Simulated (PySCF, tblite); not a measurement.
# C4H6N2: geometry, infrared bands, NMR shifts and spin-spin couplings

Wanted: the infrared bands, NMR shifts and spin-spin couplings of C4H6N2 (`C#CCNN=C`), by calculation.

Computed with tblite 0.8.0 and PySCF 2.14.0, with density-fitted response routines of our own, on a single molecule in the gas phase. Atoms are numbered from 0 throughout.

## (1) The starting structure

12 atoms, charge 0, multiplicity 1; geometry from: force field or distance geometry start.

Bonds of the start (Å): C0–C1 1.21, C1–C2 1.46, C2–N3 1.46, N3–N4 1.37, N4–C5 1.30, C0–H6 1.06, C2–H7 1.10, C2–H8 1.09, N3–H9 1.01, C5–H10 1.10, C5–H11 1.10.

## (2) Relaxing the molecule with GFN2-xTB

The job: settings as JSON, then the geometry in Å.

```
{"job": {"kind": "relax", "xc": "GFN2-xTB", "basis": "xTB"}, "charge": 0, "multiplicity": 1}
C      3.009700     0.147200    -0.518200
C      1.951700     0.287900     0.051300
C      0.690800     0.443200     0.771700
N     -0.393400    -0.120800    -0.018500
N     -1.663800    -0.082300     0.480200
C     -2.560200    -0.618800    -0.291500
H      3.929600     0.036300    -1.031900
H      0.465600     1.511800     0.928300
H      0.714600    -0.064300     1.738600
H     -0.199800    -0.563700    -0.903400
H     -2.330500    -1.087900    -1.263000
H     -3.613300    -0.624700     0.030500
```

The run is started by

```bash
$ OMP_NUM_THREADS=1 python probes_run.py task.json out
```

The driver reads the jobs from task.json and runs them one after another.

**Question.** This job is followed by: GFN2-xTB harmonic vibrations, gas phase; GIAO PBE0/pcSseg-1 NMR shielding, non-relativistic, gas phase; B3LYP/pcJ-1 indirect spin-spin coupling, non-relativistic, gas phase. What will the session give for the following? strongest single infrared mode (GFN2-xTB); zero-point energy (GFN2-xTB); 13C shifts against TMS (PBE0/pcSseg-1); 1H shifts against TMS (PBE0/pcSseg-1, means over atoms taken as alike); 15N shifts against NH3 (PBE0/pcSseg-1); largest coupling of the table (B3LYP/pcJ-1).

**Answer**, as computed:

| quantity | value |
| --- | --- |
| strongest single infrared mode (GFN2-xTB) | 2926 cm⁻¹, 114 km/mol |
| zero-point energy (GFN2-xTB) | 57.1 kcal/mol |
| 13C shifts against TMS (PBE0/pcSseg-1) | 115.3, 84.9, 79.5, 43.5 ppm |
| 1H shifts against TMS (PBE0/pcSseg-1, means over atoms taken as alike) | 6.29, 5.65, 4.92, 4.39, 1.75 ppm |
| 15N shifts against NH3 (PBE0/pcSseg-1) | 395.0, 143.8 ppm |
| largest coupling of the table (B3LYP/pcJ-1) | 1J(C,H) C0–H6, 263.7 Hz |

Over 93 steps the energy fell by 0.202 eV; of the close pairs, N3–N4 changed most, 1.365 to 1.324 Å. All 30 modes are real, so the xTB geometry is a minimum. The strongest single mode, at 2926 cm⁻¹, moves mainly H10. GFN2-xTB is a fitted tight-binding method: band positions and strengths are rough. Its intensities can rank the bands wrongly. At PBE0/pcSseg-1: The widest tensor belongs to N4: span 615 ppm, with a paramagnetic part of -449 ppm. Of the pairs tabulated at B3LYP/pcJ-1, C0–H6 couples most strongly (263.7 Hz; Fermi contact 264.4 Hz). Couplings across rotatable bonds belong to this one conformer; where others are populated, the observed values are averages.
